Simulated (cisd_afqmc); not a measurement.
Input (AFQMC/CISD/aug-cc-pV(T+d)Z; cisd_afqmc is a phaseless AFQMC code with CISD trial states that reads the integrals written by Ansatz): A basis named .json is the Basis Set Exchange file of that set.

Ansatz 0.2 input:
```python
import cisd_afqmc

open("ham.yaml", "w").write("""\
crystal:
  periodic: [false, false, false]
  atoms:
    - {symbol: Cl, position_ang: [0.01881954, -0.81730081, 0.00000000]}
    - {symbol: H, position_ang: [-0.47048846, 0.56948019, 0.00000000]}
    - {symbol: O, position_ang: [0.01881954, 1.66557919, 0.00000000]}
basis:
  gaussian:
    orbitals: aug-cc-pV_T+d_Z.json
magnetization: {spin_polarized: true, initial_magnetization: 2}
correlation: {method: ccsd, electrons: outside_noble_gas, hamiltonian_folder: ham}
""")
rep = cisd_afqmc.ansatz("ham.yaml")
e_ccsd = rep["correlation"]["coupled_cluster"]["energy"]["hartree"]
out = cisd_afqmc.run("ham", e_ccsd, trial="CISD", walkers=1000, populations=1, threads=12, dt=0.005, steps=40, early=24, settle=10, least=100,
    cut=5e-5, rank_cut=2e-4, target=0.0004, seconds=1000, seed=4, memory=62639, gpu=True)
```

Output:

```
orbitals 118, occupied [8, 6], factors 561 of 736, rank of the doubles 536 of 1552
E(HF) = -534.869410
E(CCSD) on the cut factors = -535.289227, shift to the whole factors -0.000004
Energy of the trial state on the determinant = -535.289220
  tau behind 7.2 of longer steps, mean of the populations' last blocks
   2.0  -535.30762
   4.0  -535.30713
   6.0  -535.30883
   8.0  -535.30785
  10.0  -535.30999
  12.0  -535.30845
  14.0  -535.30807
  16.0  -535.30958
  18.0  -535.30872
  20.0  -535.30748
  22.0  -535.30933
blocks 99 (1 outliers left out), error by blocks joined: 1: 0.00023, 2: 0.00029, 4: 0.00034, 8: 0.00036
E(AFQMC/CISD) = -535.30833 +/- 0.00036
```

The determinant is spin-contaminated: <S^2> is 2.03, 0.03 over the pure value.
